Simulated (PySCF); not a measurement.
Species: C₃H₂ClO₂ (charge -1).
Atom-mapped SMILES: `[O:1]=[CH:2]/[CH:3]=[C:4](/[O-:5])[Cl:6]` (hydrogens: H7 on C2; H8 on C3)
Bond orders are those of one Lewis drawing.

Method: PBE0-D3(BJ)/def2-TZVP geometry optimisation, gas phase in PySCF; density fitting, grid level 2; the optimiser is geomeTRIC in internal coordinates, started from a GFN2-xTB structure.

Step 0: E = -19753.1913 eV
```
atom  x, y, z in Å  |  force x, y, z in eV/Å
O1     -1.7337    0.3783    0.5226   -0.094  -0.140   0.015
C2     -0.7761    1.1486    0.4240   -0.296   0.208  -0.015
C3      0.5802    0.7832    0.4332   -0.232  -0.610   0.066
C4      1.6880    1.5853    0.3280    0.795   0.257  -0.043
O5      2.8735    1.3657    0.3255   -0.172  -0.101   0.015
Cl6     1.2636    3.4148    0.1496   -0.042   0.486  -0.048
H7     -0.9745    2.2337    0.3170    0.040  -0.005   0.000
H8      0.8079   -0.2718    0.5359    0.001  -0.095   0.011
```

Step 1: E = -19753.2122 eV
```
atom  x, y, z in Å  |  force x, y, z in eV/Å
O1     -1.7427    0.3699    0.5231    0.011   0.017  -0.002
C2     -0.7858    1.1437    0.4247    0.001  -0.029   0.002
C3      0.5768    0.7727    0.4343   -0.075  -0.015   0.001
C4      1.6958    1.5835    0.3278    0.119  -0.019   0.003
O5      2.8737    1.3576    0.3265   -0.030   0.033  -0.004
Cl6     1.2767    3.4648    0.1438   -0.021  -0.010   0.002
H7     -0.9726    2.2289    0.3182   -0.017   0.040  -0.004
H8      0.8070   -0.2834    0.5373    0.011  -0.016   0.002
```

**Question.** Estimate the geometry and energy of step 2. (The exact step hangs on the optimiser's Hessian estimate; all steps are aligned on step 1, rigid shifts and turns removed.)

**Answer.** E = -19753.2111 eV, largest force 0.080 eV/Å
```
atom  x, y, z in Å  |  force x, y, z in eV/Å
O1     -1.7457    0.3854    0.5217    0.007  -0.010  -0.001
C2     -0.7799    1.1478    0.4241   -0.064  -0.025   0.006
C3      0.5789    0.7622    0.4353    0.039   0.018  -0.003
C4      1.6967    1.5766    0.3287    0.055   0.023  -0.005
O5      2.8782    1.3729    0.3247   -0.055  -0.058   0.008
Cl6     1.2510    3.4517    0.1457    0.022   0.075  -0.007
H7     -0.9561    2.2361    0.3170    0.001  -0.030   0.003
H8      0.8059   -0.2951    0.5385   -0.004   0.006   0.000
```

The energy changes by +0.0011 eV. The first-order estimate −F·Δx gives -0.0016 eV and the mean of the old and new forces, exact on a quadratic surface, +0.0011 eV. The step makes an angle of 77° with the force vector and moves no atom by more than 0.029 Å. The energy falls at the start of this step and ends higher, so the step passed the lowest point of its straight line.

The cost below is that of the whole optimisation. On one thread, Arm Neoverse V2 (aarch64), shared host with 192 logical CPUs at a one-minute load of 65, this took 48 s wall and 0.82 GiB of memory at its peak.
